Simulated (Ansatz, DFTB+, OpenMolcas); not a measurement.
**Loss of H2: C3H5 → C3H3 + H2**

Species: C3H5 (cyclopropyl) `[CH]1CC1`, doublet; C3H3 (cyclopropenyl radical) `[CH]1C=C1`, doublet; H2 (hydrogen), singlet. 

Shapes, held fixed at every level: PBE0-D4/def2-TZVP. Programs: Ansatz 0.2.0, DFTB+ 25.1, OpenMolcas 26.06. The zero-point and thermal change to 298 K, harmonic and unscaled (PBE0-D4/def2-TZVP), is -28.9 kJ/mol.

(1) Estimate ΔH(298 K) of this reaction.

Results:

(1) The highest level, CCSD(T)/CBS estimate, gives ΔH(298 K) = +193.6 kJ/mol; the levels span +191.2 to +366.1. DFTB2-D4 strays far from the other rows. The column of differences is taken from that level and isn't an error. No measured value is set beside it here. Open shells run unrestricted unless RO is named. The CBS estimate extrapolates MP2 from def2-TZVPP and def2-QZVPP and adds CCSD(T) − MP2 in the triple-zeta set, cores frozen; for H2 it overshoots the exact energy by about 1 mEh.

```tsv
level	kind	ΔH(298 K) (kJ/mol)	less CCSD(T)/CBS estimate
DFTB2-D4	semi-empirical	+366.1	+172.5
HF/def2-SVP	Hartree–Fock	+218.7	+25.1
B3LYP/6-31G* (spherical functions)	global hybrid	+200.6	+7.0
B3LYP-D4/def2-TZVPP	global hybrid	+191.5	-2.1
wB97X-V/def2-TZVPP	range-separated hybrid	+205.8	+12.2
B2PLYP/def2-TZVPP	double hybrid	+191.2	-2.4
CCSD(T)/def2-SVP	coupled cluster or CI	+202.7	+9.1
CCSD/def2-TZVPP	coupled cluster or CI	+202.3	+8.7
CCSD(T)/CBS estimate	coupled cluster or CI	+193.6	0.0
```
